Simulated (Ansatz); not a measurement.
# AsH$_{2}$⁻, triplet: the ladder up to UCCSDT(Q)

Geometry: that of the AsH2⁻, singlet, kept fixed. The singlet lies 1.8 eV lower here.

```yaml
atoms:
  - { symbol: As, position_ang: [0.0000, -0.0283, 0.0000] }
  - { symbol: H, position_ang: [0.0000, 1.0529, -1.0973] }
  - { symbol: H, position_ang: [0.0000, 1.0529, 1.0972] }
```

Basis aug-cc-pVTZ; Ansatz 0.2.0. Only valence electrons are correlated (noble-gas cores and the filled d shells of p-block atoms frozen), which leaves 8 electrons in 91 orbitals. R marks a restricted (for open shells ROHF) determinant, U an unrestricted one. Active spaces: valence = (8e, 6o) chosen from the atoms' valence shells. No spin–orbit coupling is included, and no scalar relativity. This anion state lies near or above the neutral species, so the extra electron is weakly bound or unbound and the energies hang on the diffuse functions.

Full CI isn't at hand for all of this; UCCSDT(Q) serves as the reference, and is uncertain by about the last step of the cluster series. The frozen core follows each run's orbitals, which can shift R against U totals by a few meV for light atoms and by up to 0.1 eV past Ca.

* UHF ⟨S²⟩: 2.016
* T1 diagnostic (RCCSD): 0.0317
* largest doubles amplitude (RCCSD): 0.046
* T1 diagnostic (UCCSD): 0.0295

| level | E − E(UCCSDT(Q)) (kcal/mol) | share of correlation (%) | wall time |
| --- | --- | --- | --- |
| UHF | 105.38 | 2.77 | – |
| UMP2 | 20.37 | 81.20 | – |
| UCCSD | 4.60 | 95.75 | – |
| UCCSD(T) | 0.76 | 99.30 | 71 s (H100) |
| UCCSDT | 0.15 | 99.86 | – |

The correlation energy at UCCSDT(Q), counted from RHF, is -4.699 eV. That run took 65 s on 2 threads of AMD EPYC 7R13 with a shared H100 80 GB, shared host.

Run but not shown, since their state or frozen core can't be matched to the reference's or they repeat it: RHF, RMP2, RCCSD, RCCSD(T), BCCD(T), RCCSDT, RCCSDT(Q), CASSCF (valence space), NEVPT2 (valence space), MRCISD (valence space), MRCISD+Q (valence space).

Times hold each run's SCF and search for its determinant on a shared host, so for small cases they say little of a method's own cost.

Natural occupations of CASSCF (valence space) about the gap: 1.999 1.991 1.983 1.000 1.000 0.027; effectively unpaired electrons, Σ n²(2−n)², 2.00.
